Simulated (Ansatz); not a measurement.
Mulliken charges of `C=C/C=C\F` from PBE/def2-TZVPP in Ansatz (PBE0-D4/def2-TZVP geometry).

| atom | x (Å) | y (Å) | z (Å) | charge (e) |
| --- | --- | --- | --- | --- |
| C1 | -0.828 | -1.084 | 1.267 | -0.190 |
| C2 | -0.441 | -0.579 | 0.097 | -0.093 |
| C3 | 0.403 | 0.587 | -0.034 | -0.092 |
| C4 | 0.805 | 1.114 | -1.184 | 0.077 |
| F5 | 0.455 | 0.598 | -2.367 | -0.156 |
| H6 | -1.461 | -1.961 | 1.323 | 0.098 |
| H7 | -0.522 | -0.635 | 2.207 | 0.078 |
| H8 | -0.765 | -1.052 | -0.825 | 0.094 |
| H9 | 0.744 | 1.085 | 0.867 | 0.089 |
| H10 | 1.437 | 1.988 | -1.287 | 0.095 |

Task: By hand: the dipole of these point charges (1 e Å = 4.8032 D).

Result: Σ q r = (0.099, 0.143, 0.211) e Å, of length 0.273 e Å = 1.31 D.

Task: How does the dipole of the full density compare? (An estimate is asked.)

Result: The calculation gave: (0.078, 0.113, 0.180) e Å, 1.09 D; the point charges give 1.20 times that, at 2° from its direction.

Point charges leave out the atoms' own dipoles, such as those of lone pairs, and Mulliken's split depends on the basis, so the two needn't agree.
